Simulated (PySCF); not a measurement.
# Si2H4O (SMILES [SiH]O[SiH3]) at 4 levels

Aim: a comparison of 4 runs (B3LYP/pc-0, B3LYP/pc-1, B3LYP/aug-pc-1, B3LYP/pc-2) of Si2H4O. Input form: a Python script.

The results are computed with PySCF 2.14.0.

**1. The system as given**

Si2H4O has 7 atoms, charge 0, and is taken as a singlet. SMILES: `[SiH]O[SiH3]`. The coordinates come from a PBE0-D4/def2-TZVP relaxation. This is one conformer, not always the lowest.

Bond lengths: Si1–O2 1.645 Å, O2–Si3 1.652 Å, Si1–H4 1.549 Å, Si3–H5 1.486 Å, Si3–H6 1.483 Å, Si3–H7 1.483 Å. Angles: Si1–O2–Si3 142.3°, O2–Si1–H4 97.6°, O2–Si3–H5 109.8°, O2–Si3–H6 108.5°, O2–Si3–H7 108.5°, H5–Si3–H6 110.1°, H5–Si3–H7 110.1°, H6–Si3–H7 109.7°.

**2. Energy and one-electron properties at B3LYP/pc-0 (run 1)**

The input, calc.py:

```python
import numpy
from pyscf import gto, scf, dft, lo

mol = gto.M(
    atom='''
Si  -1.691900  -1.472900  -0.230200
O   -0.369000  -0.805400   0.485100
Si   0.731600   0.414800   0.316400
H   -1.779300  -0.509900  -1.440500
H    0.446600   1.182300  -0.923400
H    0.635100   1.303800   1.499700
H    2.088200  -0.180800   0.247100
''',
    basis='pc-0',
    spin=0,
    max_memory=1860,
    charge=0,
    verbose=3,
)

ks = dft.RKS(mol, xc='b3lyp')
ks.grids.level = 4
ks.conv_tol = 1e-10
ks.kernel()
if not ks.converged:
    ks = ks.newton().run(ks.mo_coeff, ks.mo_occ)

e_tot = ks.e_tot
print('E = %.10f Eh' % e_tot)
ks.analyze()
quad = ks.quad_moment()
occ = ks.mo_coeff[:, ks.mo_occ > 0]
iaos = lo.vec_lowdin(lo.iao.iao(mol, occ), ks.get_ovlp())
c = iaos.T @ ks.get_ovlp() @ occ
pop_iao, q_iao = scf.hf.mulliken_pop(lo.iao.reference_mol(mol), (c * ks.mo_occ[ks.mo_occ > 0]) @ c.T, numpy.eye(c.shape[0]), verbose=0)
print('IAO charges', numpy.round(q_iao, 4))
```

Launch:

```bash
$ OMP_NUM_THREADS=1 python calc.py
```

The log of the run:

```text
converged SCF energy = -656.14486891963
[... 5 lines left out ...]
MO #4   energy= -5.33719598988287  occ= 2
[... 7 lines left out ...]
MO #12  energy= -1.00354458009134  occ= 2
[... 7 lines left out ...]
MO #20  energy= -0.217030947967899 occ= 2
[... 7 lines left out ...]
MO #28  energy= 0.52035901455837   occ= 0
[... 7 lines left out ...]
MO #36  energy= 0.782535788196319  occ= 0
[... 15 lines left out ...]
Dipole moment(X, Y, Z, Debye):  0.58427,  0.81608, -0.28262
[... 2 lines left out ...]
IAO charges [ 0.4805 -0.7251  0.6917 -0.1623 -0.1011 -0.092  -0.0917]
```

Wall time 5.1 s (1 thread of Arm Neoverse V1, shared host); peak memory 0.27 GiB.

Atomic charges (e):

| atom | Mulliken | IAO |
| --- | --- | --- |
| Si1 | +0.547 | +0.480 |
| O2 | -0.815 | -0.725 |
| Si3 | +0.663 | +0.692 |
| H4 | -0.167 | -0.162 |
| H5 | -0.085 | -0.101 |
| H6 | -0.072 | -0.092 |
| H7 | -0.071 | -0.092 |

**3. The charge distribution at B3LYP/pc-1 (run 2)**

The input, input.py:

```python
import numpy
from pyscf import gto, scf, dft, lo

molecule = gto.M(
    atom='''
Si      -1.691900      -1.472900      -0.230200
O       -0.369000      -0.805400       0.485100
Si       0.731600       0.414800       0.316400
H       -1.779300      -0.509900      -1.440500
H        0.446600       1.182300      -0.923400
H        0.635100       1.303800       1.499700
H        2.088200      -0.180800       0.247100
''',
    basis='pc-1',
    verbose=4,
    max_memory=1860,
)

mf = dft.RKS(molecule, xc='b3lyp')
mf.conv_tol = 1e-10
mf.grids.level = 4
mf.kernel()
if not mf.converged:
    mf = mf.newton().run(mf.mo_coeff, mf.mo_occ)

e_final = mf.e_tot
print('E(%s) = %.9f' % ('B3LYP', e_final))
dip = mf.dip_moment()
pop, q = mf.mulliken_pop()
quad = mf.quad_moment()
occ = mf.mo_coeff[:, mf.mo_occ > 0]
iaos = lo.vec_lowdin(lo.iao.iao(molecule, occ), mf.get_ovlp())
c = iaos.T @ mf.get_ovlp() @ occ
pop_iao, q_iao = scf.hf.mulliken_pop(lo.iao.reference_mol(molecule), (c * mf.mo_occ[mf.mo_occ > 0]) @ c.T, numpy.eye(c.shape[0]), verbose=0)
print('IAO charges', numpy.round(q_iao, 4))
```

Launch:

```bash
$ OMP_NUM_THREADS=1 python input.py
```

The log of the run:

```text
PySCF version 2.14.0

[... 75 lines left out ...]
converged SCF energy = -656.66183543859
[... 1 line left out ...]
Dipole moment(X, Y, Z, Debye):  0.46738,  0.64111, -0.21334
[... 81 lines left out ...]
IAO charges [ 0.5519 -0.8107  0.8693 -0.179  -0.148  -0.1418 -0.1416]
```

Run time: 9 s. Hardware: 1 thread of Arm Neoverse V1, shared host; peak memory 0.35 GiB.

Atomic charges (e):

| atom | Mulliken | IAO |
| --- | --- | --- |
| Si1 | +0.525 | +0.552 |
| O2 | -0.724 | -0.811 |
| Si3 | +0.762 | +0.869 |
| H4 | -0.192 | -0.179 |
| H5 | -0.125 | -0.148 |
| H6 | -0.123 | -0.142 |
| H7 | -0.123 | -0.142 |

Run 3 isn't shown in full; the table further down has it.

**4. Energy and one-electron properties at B3LYP/pc-2 (run 4)**

The input, run.py:

```python
import numpy
from pyscf import gto, scf, dft, lo

mol = gto.M(
    atom='''
Si  -1.691900  -1.472900  -0.230200
O   -0.369000  -0.805400   0.485100
Si   0.731600   0.414800   0.316400
H   -1.779300  -0.509900  -1.440500
H    0.446600   1.182300  -0.923400
H    0.635100   1.303800   1.499700
H    2.088200  -0.180800   0.247100
''',
    basis='pc-2',
    charge=0,
    max_memory=1860,
    verbose=4,
)

mf = dft.RKS(mol)
mf.xc = 'b3lyp'
mf.conv_tol = 1e-10
mf.grids.level = 4
mf.kernel()
if not mf.converged:
    mf = mf.newton().run(mf.mo_coeff, mf.mo_occ)

etot = mf.e_tot
print('Final energy', etot)
mf.analyze()
quad = mf.quad_moment()
occ = mf.mo_coeff[:, mf.mo_occ > 0]
iaos = lo.vec_lowdin(lo.iao.iao(mol, occ), mf.get_ovlp())
c = iaos.T @ mf.get_ovlp() @ occ
pop_iao, q_iao = scf.hf.mulliken_pop(lo.iao.reference_mol(mol), (c * mf.mo_occ[mf.mo_occ > 0]) @ c.T, numpy.eye(c.shape[0]), verbose=0)
print('IAO charges', numpy.round(q_iao, 4))
```

Launch:

```bash
$ OMP_NUM_THREADS=1 python run.py
```

The log of the run:

```text
PySCF version 2.14.0

[... 100 lines left out ...]
MO #15  energy= -0.428148048813341 occ= 2
[... 27 lines left out ...]
MO #43  energy= 0.418709786200521  occ= 0
[... 27 lines left out ...]
MO #71  energy= 1.3497156475067    occ= 0
[... 27 lines left out ...]
MO #99  energy= 3.15257060241106   occ= 0
[... 27 lines left out ...]
MO #127 energy= 4.25777068723768   occ= 0
[... 191 lines left out ...]
Dipole moment(X, Y, Z, Debye):  0.45657,  0.66321, -0.25136
[... 2 lines left out ...]
IAO charges [ 0.57   -0.835   0.8953 -0.1827 -0.1532 -0.1473 -0.1471]
```

Wall time 28 s (1 thread of Arm Neoverse V1, shared host); peak memory 1.1 GiB.

Atomic charges (e):

| atom | Mulliken | IAO |
| --- | --- | --- |
| Si1 | +0.526 | +0.570 |
| O2 | -0.712 | -0.835 |
| Si3 | +0.854 | +0.895 |
| H4 | -0.221 | -0.183 |
| H5 | -0.153 | -0.153 |
| H6 | -0.147 | -0.147 |
| H7 | -0.147 | -0.147 |

**5. All runs side by side**

| run | level | energy (Eh) | dipole moment (D) | HOMO energy (eV) | LUMO energy (eV) | wall time |
| --- | --- | --- | --- | --- | --- | --- |
| 1 | B3LYP/pc-0 | -656.144869 | 1.04 | -5.91 | -2.05 | 5.1 s |
| 2 | B3LYP/pc-1 | -656.661835 | 0.82 | -6.34 | -2.36 | 9 s |
| 3 | B3LYP/aug-pc-1 | -656.669194 | 0.81 | -6.41 | -2.48 | 17 s |
| 4 | B3LYP/pc-2 | -656.751749 | 0.84 | -6.39 | -2.45 | 28 s |

Convergence of the dipole moment of singlet Si2H4O with the basis set, against the last point:

| basis set | from the last (D) | wall time |
| --- | --- | --- |
| pc-0 | +0.1992 | 5.1 s |
| pc-1 | -0.0219 | 9 s |
| aug-pc-1 | -0.0309 | 17 s |
| pc-2 | +0.0000 | 28 s |

Convergence of the HOMO energy of singlet Si2H4O with the basis set, against the last point:

| basis set | from the last (eV) | wall time |
| --- | --- | --- |
| pc-0 | +0.4819 | 5.1 s |
| pc-1 | +0.0488 | 9 s |
| aug-pc-1 | -0.0252 | 17 s |
| pc-2 | +0.0000 | 28 s |

**6. Outcome**

| quantity | value |
| --- | --- |
| run 4: total energy | -656.75175 Eh |
| run 4: dipole moment | 0.84 D |
| run 4: HOMO energy | -6.39 eV |
| run 4: LUMO energy | -2.45 eV |
| run 4: HOMO–LUMO gap | 3.94 eV |

**Reading.** For the dipole moment of singlet Si2H4O to stay within 0.05 D of the last point, pc-1 is the first point of the series from which all later ones do (9 s against 28 s). For the HOMO energy of singlet Si2H4O to stay within 0.1 eV of the last point, pc-1 is the first point of the series from which all later ones do (9 s against 28 s). The dipole moment (its size) runs from 0.81 D (B3LYP/aug-pc-1) to 1.04 D (B3LYP/pc-0). The HOMO–LUMO gap runs from 3.86 eV (B3LYP/pc-0) to 3.98 eV (B3LYP/pc-1). All runs together took 59 s, the longest 28 s.
